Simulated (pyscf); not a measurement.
## Concerted two-bond exchange: HO–PH₂ (SMILES OP) + SiH₂ (SMILES [SiH2]) [singlet] → HO–P=SiH₂ (SMILES OP=[SiH2]) + H₂ (SMILES [H][H])

Gas phase, singlet surface, charge 0. Bonds broken: P1–H3, P1–H4. Bonds formed: P1–Si6, H3–H4. Structures and frequencies: ωB97X-D3(BJ)/def2-SVP in PySCF.

Transition state (Å):

```xyz
8

P      0.1364     0.6504     0.1596
O      1.0634    -0.3159    -0.7932
H     -1.2696     0.4354    -0.7449
H     -1.2825    -0.1592    -0.0716
H      1.3787     0.1615    -1.5723
Si    -0.1437    -0.5884     2.0886
H     -1.0653    -1.6316     1.4626
H     -1.2339     0.4267     2.4376
```

One imaginary mode, 840i cm⁻¹; descent along it reached the two sides named, in the forms told below.

```tsv
bond	change	reactant side (Å)	saddle	product side
P1–H3	breaks	1.428	1.686	3.9
P1–H4	breaks	1.504	1.650	3.3
P1–Si6	forms	2.6	2.310	2.066
H3–H4	forms	1.948	0.898	0.762
```

Electronic energies relative to the separated reactants (eV):

```json
[
 {"level": "ωB97X-D3(BJ)/def2-TZVP", "barrier": "0.72", "reaction energy": "-0.86", "reverse barrier": "1.59"},
 {"level": "PBE/def2-TZVP", "barrier": "0.35", "reaction energy": "-1.01", "reverse barrier": "1.36"},
 {"level": "r²SCAN/def2-TZVP", "barrier": "0.44", "reaction energy": "-1.07", "reverse barrier": "1.50"},
 {"level": "B3LYP-D3(BJ)/def2-TZVP", "barrier": "0.76", "reaction energy": "-0.81", "reverse barrier": "1.57"},
 {"level": "PBE0-D3(BJ)/def2-TZVP", "barrier": "0.50", "reaction energy": "-0.89", "reverse barrier": "1.39"},
 {"level": "M06-2X/def2-TZVP", "barrier": "0.83", "reaction energy": "-0.72", "reverse barrier": "1.55"},
 {"level": "ωB97M-D3(BJ)/def2-TZVP", "barrier": "0.86", "reaction energy": "-0.60", "reverse barrier": "1.46"},
 {"level": "HF/def2-TZVP", "barrier": "1.89", "reaction energy": "-0.14", "reverse barrier": "2.03"}
]
```

With ωB97M-D3(BJ)/def2-TZVP energies and thermal terms (ideal gas, 1 atm, RRHO with modes under 100 cm⁻¹ raised to 100, one conformer, R ln 2 for chiral ones without a mode under 150 cm⁻¹), in eV:

| T (K) | ΔH‡ | ΔG‡ | ΔH | ΔG |
|---|---|---|---|---|
| 298 | 0.85 | 1.30 | -0.63 | -0.55 |
| 600 | 0.87 | 1.74 | -0.57 | -0.50 |
| 900 | 0.90 | 2.17 | -0.53 | -0.47 |
| 1200 | 0.93 | 2.59 | -0.51 | -0.46 |

On the reactant side the descent ends in an adduct with a P–Si contact, 0.53 eV under the separated species and 1.26 eV under the saddle at ωB97X-D3(BJ)/def2-TZVP. What is counted as formed (P–Si) is already present as a longer contact in the reactant adduct; forming that adduct is a step of its own. The same reactants have a lower exit, to HO–SiH₂–PH₂ (barrier -0.21 eV at ωB97M-D3(BJ)/def2-TZVP, against +0.86 eV here). HO–P=SiH₂ lies 1.39 eV over its isomer HO–SiH=PH (electronic energy, ωB97M-D3(BJ)/def2-TZVP). One saddle was located; it need not be the lowest between these sides.
